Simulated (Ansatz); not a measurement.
# C2H6O: a nudged elastic band, and a look at its input

A nudged elastic band is wanted. The input is run as typed. The step meant is a 1,2-elimination from carbon at charge 0 and multiplicity 1, which changes O1–H8, O1–C2, C5–H8.

Program: Ansatz 0.2.0, Gaussian basis. Level of theory: PBE0-D4/def2-SVP. These are calculated values, not measurements.

## Step 1: The structure

```
O    -0.63589   -1.35460   -0.11971
C    -0.29391   -0.02294   -0.45412
H    -1.19490    0.60121   -0.53635
H     0.22237    0.01441   -1.42372
C     0.60656    0.51528    0.62814
H     0.89576    1.54548    0.40881
H     1.51205   -0.08964    0.70771
H     0.09706    0.49622    1.59366
H    -1.20921   -1.70542   -0.80452
```

## Step 2: The run

run/in.yaml

```yaml
crystal:
  periodic: [false, false, false]
  atoms:
    - {symbol: O, position_ang: [-0.635885, -1.354602, -0.119709]}
    - {symbol: C, position_ang: [-0.293915, -0.022936, -0.454120]}
    - {symbol: H, position_ang: [-1.194901, 0.601214, -0.536349]}
    - {symbol: H, position_ang: [0.222375, 0.014408, -1.423722]}
    - {symbol: C, position_ang: [0.606557, 0.515276, 0.628142]}
    - {symbol: H, position_ang: [0.895760, 1.545477, 0.408815]}
    - {symbol: H, position_ang: [1.512054, -0.089638, 0.707705]}
    - {symbol: H, position_ang: [0.097062, 0.496222, 1.593662]}
    - {symbol: H, position_ang: [-1.209209, -1.705421, -0.804523]}
basis:
  gaussian: {orbitals: def2-SVP}
hamiltonian: {xc: pbe0, dispersion: d4}
neb:
  images: 5
  climbing: true
  max_iterations: 30
  initial_path: idpp
  final_atoms:
    - {symbol: O, position_ang: [-1.434831, -1.596575, 0.817771]}
    - {symbol: C, position_ang: [0.229557, 0.807221, -0.896500]}
    - {symbol: H, position_ang: [-0.715134, 1.320424, -1.041037]}
    - {symbol: H, position_ang: [0.632113, 0.277431, -1.753304]}
    - {symbol: C, position_ang: [0.863566, 0.831211, 0.267125]}
    - {symbol: H, position_ang: [0.463780, 1.364934, 1.122751]}
    - {symbol: H, position_ang: [1.810680, 0.321943, 0.409932]}
    - {symbol: H, position_ang: [-0.850386, -0.906408, 0.484096]}
```

Launch:

```bash
ansatz run in.yaml --threads 2 --pin off --events-out ev --progress --plain --max-ram 4352MiB
```

Before running it: what results should come out? Wanted: this run.

The runs gave:

| quantity | value |
| --- | --- |
| this run | refused |
| fault | end lacks an atom |

The final structure lists one atom fewer than the first.
